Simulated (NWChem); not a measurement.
System: dichloromethane (CH$_{2}$Cl$_{2}$); SMILES ClCCl

NWChem printed, in part:

```
             Northwest Computational Chemistry Package (NWChem) 7.3.0
             --------------------------------------------------------

 C2V symmetry detected

                             Geometry "geometry" -> ""
                             -------------------------

 Output coordinates in angstroms (scale by  1.889725989 to convert to a.u.)

  No.       Tag          Charge          X              Y              Z
 ---- ---------------- ---------- -------------- -------------- --------------
    1 Cl                  17.0000     1.49554200     0.00000000     0.21672200
    2 C                    6.0000     0.00000000     0.00000000    -0.76803100
    3 Cl                  17.0000    -1.49554200     0.00000000     0.21672200
    4 H                    1.0000     0.00000000     0.89910500    -1.38018100
    5 H                    1.0000     0.00000000    -0.89910500    -1.38018100

 Effective nuclear repulsion energy (a.u.)     132.7613330028

      Symmetry information
      --------------------

 Group name             C2v
 Group number             16
 Group order               4
 No. of unique centers     3

                                 NWChem DFT Module
                                 -----------------

 Summary of "ao basis" -> "ao basis" (spherical)
 ------------------------------------------------------------------------------
       Tag                 Description            Shells   Functions and Types
 ---------------- ------------------------------  ------  ---------------------
 Cl                        def2-svpd                11       27   5s4p2d
 C                         def2-svpd                 8       20   4s2p2d
 H                         def2-svpd                 4        8   2s2p

      Symmetry analysis of basis
      --------------------------

        a1         35
        a2         12
        b1         25
        b2         18

            General Information
            -------------------
          SCF calculation type: DFT
          Wavefunction type:  closed shell.
          No. of atoms     :     5
          No. of electrons :    42
           Alpha electrons :    21
            Beta electrons :    21
          Charge           :     0
          Spin multiplicity:     1
          Use of symmetry is: off; symmetry adaption is: on
          Maximum number of iterations: 150
          AO basis - number of functions:    90
                     number of shells:    38
          Convergence on energy requested:  1.00D-06
          Convergence on density requested:  1.00D-05
          Convergence on gradient requested:  5.00D-04

              XC Information
              --------------
                         PBE0 Method XC Functional
                     Hartree-Fock (Exact) Exchange  0.250
          PerdewBurkeErnzerhof Exchange Functional  0.750
            Perdew 1991 LDA Correlation Functional  1.000 local
           PerdewBurkeErnz. Correlation Functional  1.000 non-local

             Grid Information
             ----------------
          Grid used for XC integration:  medium
          Radial quadrature: Mura-Knowles
          Angular quadrature: Lebedev.
          Tag              B.-S. Rad. Rad. Pts. Rad. Cut. Ang. Pts.
          ---              ---------- --------- --------- ---------
          Cl                  1.00       88          12.0       590
          C                   0.70       49          10.0       434
          H                   0.35       45          10.0       434
          Grid pruning is: on
          Number of quadrature shells:   315
          Spatial weights used:  Erf1

      Superposition of Atomic Density Guess
      -------------------------------------

 Sum of atomic energies:        -957.28280198

      Non-variational initial energy
      ------------------------------

 Total energy =    -958.158212
 1-e energy   =   -1585.089147
 2-e energy   =     494.169602
 HOMO         =      -0.358477
 LUMO         =       0.025076

      Symmetry analysis of molecular orbitals - initial
      -------------------------------------------------

  Numbering of irreducible representations:

     1 a1          2 a2          3 b1          4 b2

  Orbital symmetries:

     1 b1          2 a1          3 a1          4 a1          5 b1
     6 a1          7 b1          8 a1          9 b2         10 a2
    11 b1         12 a1         13 b1         14 a1         15 b2
    16 a1         17 b1         18 a2         19 a1         20 b1
    21 b2         22 a1         23 b1         24 a1         25 b2
    26 a1         27 b1         28 a1         29 b1         30 a2
    31 b2

 !! scf_movecs_sym_adapt:    4 vectors were symmetry contaminated

  Symmetry fudging

   convergence    iter        energy       DeltaE   RMS-Dens  Diis-err
 ---------------- ----- ----------------- --------- --------- ---------
 d= 0,ls=0.0,diis     1   -958.9786034896 -1.09D+03  1.59D-02  5.76D-01

 !! scf_movecs_sym_adapt:    5 vectors were symmetry contaminated

  Symmetry fudging
 d= 0,ls=0.0,diis     2   -958.9023365633  7.63D-02  1.07D-02  1.16D+00

 !! scf_movecs_sym_adapt:    4 vectors were symmetry contaminated

  Symmetry fudging
 d= 0,ls=0.0,diis     3   -959.0477565208 -1.45D-01  8.91D-04  6.35D-03

 !! scf_movecs_sym_adapt:    4 vectors were symmetry contaminated

  Symmetry fudging
 d= 0,ls=0.0,diis     4   -959.0485806267 -8.24D-04  2.24D-04  3.15D-04
 d= 0,ls=0.0,diis     5   -959.0486184704 -3.78D-05  3.89D-05  6.72D-06
 d= 0,ls=0.0,diis     6   -959.0486193891 -9.19D-07  1.32D-05  4.91D-07
 d= 0,ls=0.0,diis     7   -959.0486194548 -6.57D-08  1.95D-06  2.17D-08

         Total DFT energy =     -959.048619454809
      One electron energy =    -1586.435623095339
           Coulomb energy =      556.868941870406
    Exchange-Corr. energy =      -62.243271232704
 Nuclear repulsion energy =      132.761333002827

 Numeric. integr. density =       42.000000826594

                  Occupations of the irreducible representations
                  ----------------------------------------------

                     irrep           alpha         beta
                     --------     --------     --------
                     a1                9.0          9.0
                     a2                2.0          2.0
                     b1                7.0          7.0
                     b2                3.0          3.0

                       DFT Final Molecular Orbital Analysis
                       ------------------------------------

 Vector   19  Occ=2.000000D+00  E=-3.490242D-01  Symmetry=a2
              MO Center= -8.2D-09, -4.1D-18,  1.9D-01, r^2= 3.4D+00
   Bfn.  Coefficient  Atom+Function         Bfn.  Coefficient  Atom+Function
  ----- ------------  ---------------      ----- ------------  ---------------
    13      0.445454  1 Cl py                60     -0.445454  3 Cl py
    10      0.347264  1 Cl py                57     -0.347264  3 Cl py
     7      0.199079  1 Cl py                54     -0.199079  3 Cl py
    16      0.059841  1 Cl py                63     -0.059841  3 Cl py

 Vector   20  Occ=2.000000D+00  E=-3.324533D-01  Symmetry=b1
              MO Center= -1.9D-09,  2.4D-19,  1.6D-01, r^2= 3.5D+00
   Bfn.  Coefficient  Atom+Function         Bfn.  Coefficient  Atom+Function
  ----- ------------  ---------------      ----- ------------  ---------------
    12      0.350787  1 Cl px                59      0.350787  3 Cl px
    14     -0.296115  1 Cl pz                61      0.296115  3 Cl pz
     9      0.263947  1 Cl px                56      0.263947  3 Cl px
    11     -0.240881  1 Cl pz                58      0.240881  3 Cl pz
     6      0.150890  1 Cl px                53      0.150890  3 Cl px

[...]

                                NWChem TDDFT Module
                                -------------------

            General Information
            -------------------
           No. of orbitals :     180
            Alpha orbitals :      90
             Beta orbitals :      90
        Alpha frozen cores :       0
         Beta frozen cores :       0
     Alpha frozen virtuals :       0
      Beta frozen virtuals :       0
         Spin multiplicity :       1
    Number of AO functions :      90
        Use of symmetry is : off
      Symmetry adaption is : on
         Schwarz screening :  0.10D-07

              XC Information
              --------------
                  PBE0 Method XC Functional
              Hartree-Fock (Exact) Exchange   0.25
   PerdewBurkeErnzerhof Exchange Functional   0.75
     Perdew 1991 LDA Correlation Functional   1.00 local
    PerdewBurkeErnz. Correlation Functional   1.00 non-local

             TDDFT Information
             -----------------
          Calculation type : Tamm-Dancoff TDDFT
         Wavefunction type : Restricted singlets
          No. of electrons :      42
           Alpha electrons :      21
            Beta electrons :      21
              No. of roots :       6
          Max subspacesize :    5200
            Max iterations :     100
               Target root :       1
           Target symmetry : none
      Symmetry restriction : off
                 Algorithm : Optimal
        Davidson threshold :  0.10D-03

    6 smallest eigenvalue differences (eV)
--------------------------------------------------------
  No. Spin  Occ  Vir  Irrep   E(Occ)    E(Vir)   E(Diff)
--------------------------------------------------------
    1    1   21   22 b2       -0.326    -0.019     8.347
    2    1   20   22 b1       -0.332    -0.019     8.516
    3    1   19   22 a2       -0.349    -0.019     8.967
    4    1   18   22 a1       -0.351    -0.019     9.033
    5    1   21   23 a2       -0.326     0.016     9.315
    6    1   20   23 a1       -0.332     0.016     9.484
--------------------------------------------------------

  Entering Davidson iterations
  Restricted singlet excited states

  Iter   NTrls   NConv    DeltaV     DeltaE      Time
  ----  ------  ------  ---------  ---------  ---------
    1      6       0     0.87E-01   0.10+100        6.3
    2     12       0     0.27E-01   0.12E-01        6.1
    3     18       0     0.11E-01   0.16E-02        6.1
    4     24       0     0.28E-02   0.24E-03        6.2
    5     30       2     0.91E-03   0.18E-04        6.4
    6     34       5     0.23E-03   0.10E-05        5.4
    7     35       6     0.65E-04   0.94E-07        3.9
  ----  ------  ------  ---------  ---------  ---------
  Convergence criterion met

  Ground state a1       -959.048619454809 a.u.

  ----------------------------------------------------------------------------
  Root   1 singlet b2             0.247293993 a.u.                6.7292 eV
  ----------------------------------------------------------------------------
     Transition Moments    X -0.00000   Y -0.03007   Z  0.00000
     Dipole Oscillator Strength                    0.0001490570
     Electric Quadrupole                           0.0000000026
     Magnetic Dipole                               0.0000000001
     Total Oscillator Strength                     0.0001490596

     Occ.   19  a2  ---  Virt.   23  b1       0.09815
     Occ.   21  b2  ---  Virt.   22  a1      -0.98594
     Occ.   21  b2  ---  Virt.   24  a1       0.07320
     Occ.   21  b2  ---  Virt.   26  a1      -0.05832
  ----------------------------------------------------------------------------
  Root   2 singlet b1             0.259935849 a.u.                7.0732 eV
  ----------------------------------------------------------------------------
     Transition Moments    X  0.41480   Y  0.00000   Z -0.00000
     Dipole Oscillator Strength                    0.0298168299
     Electric Quadrupole                           0.0000000436
     Magnetic Dipole                               0.0000013193
     Total Oscillator Strength                     0.0298181927

     Occ.   17  b1  ---  Virt.   22  a1       0.05529
     Occ.   18  a1  ---  Virt.   23  b1       0.24617
     Occ.   18  a1  ---  Virt.   27  b1      -0.05819
     Occ.   20  b1  ---  Virt.   22  a1       0.95728
     Occ.   20  b1  ---  Virt.   26  a1       0.07544
  ----------------------------------------------------------------------------
  Root   3 singlet a2             0.268414096 a.u.                7.3039 eV
  ----------------------------------------------------------------------------
     Transition Moments    X -0.00000   Y -0.00000   Z -0.00000
     Dipole Oscillator Strength                    0.0000000000
     Electric Quadrupole                           0.0000000237
     Magnetic Dipole                               0.0000001461
     Total Oscillator Strength                     0.0000001698

     Occ.   19  a2  ---  Virt.   22  a1      -0.93687
     Occ.   19  a2  ---  Virt.   24  a1       0.07880
     Occ.   19  a2  ---  Virt.   26  a1      -0.05630
     Occ.   21  b2  ---  Virt.   23  b1       0.31420
     Occ.   21  b2  ---  Virt.   27  b1      -0.05835
  ----------------------------------------------------------------------------
  Root   4 singlet a1             0.275028079 a.u.                7.4839 eV
  ----------------------------------------------------------------------------
     Transition Moments    X  0.00000   Y -0.00000   Z  0.12107
     Dipole Oscillator Strength                    0.0026877837
     Electric Quadrupole                           0.0000000315
     Magnetic Dipole                               0.0000000000
     Total Oscillator Strength                     0.0026878152

     Occ.   18  a1  ---  Virt.   22  a1       0.95815
     Occ.   18  a1  ---  Virt.   34  a1       0.05307
     Occ.   20  b1  ---  Virt.   23  b1       0.24841
  ----------------------------------------------------------------------------
  Root   5 singlet a2             0.286771779 a.u.                7.8035 eV
  ----------------------------------------------------------------------------
     Transition Moments    X -0.00000   Y  0.00000   Z  0.00000
     Dipole Oscillator Strength                    0.0000000000
     Electric Quadrupole                           0.0000000681
     Magnetic Dipole                               0.0000010899
     Total Oscillator Strength                     0.0000011580

     Occ.   19  a2  ---  Virt.   22  a1      -0.32298
     Occ.   21  b2  ---  Virt.   23  b1      -0.93504
     Occ.   21  b2  ---  Virt.   27  b1       0.09106
     Occ.   21  b2  ---  Virt.   29  b1      -0.06374
  ----------------------------------------------------------------------------
  Root   6 singlet a1             0.293831207 a.u.                7.9956 eV
  ----------------------------------------------------------------------------
     Transition Moments    X  0.00000   Y -0.00000   Z -0.14579
     Dipole Oscillator Strength                    0.0041635405
     Electric Quadrupole                           0.0000002103
     Magnetic Dipole                               0.0000000000
     Total Oscillator Strength                     0.0041637508

     Occ.   18  a1  ---  Virt.   22  a1       0.25897
     Occ.   20  b1  ---  Virt.   23  b1      -0.95396
     Occ.   20  b1  ---  Virt.   27  b1       0.09916
     Occ.   20  b1  ---  Virt.   29  b1      -0.05389

              Target root =      1
          Target symmetry = none
      Ground state energy =   -959.048619454809
        Excitation energy =      0.247293992637
     Excited state energy =   -958.801325462172

  stored tddft:energy   -958.80132546217214
```

Level: PBE0/def2-SVPD, TDA. Structure relaxed at the B3LYP/6-31G* (spherical d) level.

Reconstruct the input file.

One answer among several that fit: the input that was run:
```
start job
memory heap 200 mb stack 900 mb global 1100 mb
geometry units angstroms noautoz
  Cl     1.495542     0.000000     0.211688
  C      0.000000     0.000000    -0.773065
  Cl    -1.495542     0.000000     0.211688
  H      0.000000     0.899105    -1.385215
  H      0.000000    -0.899105    -1.385215
end
basis spherical
  * library def2-svpd
end
dft
  xc pbe0
  iterations 150
end
tddft
  cis
  nroots 6
  notriplet
end
task tddft energy
```
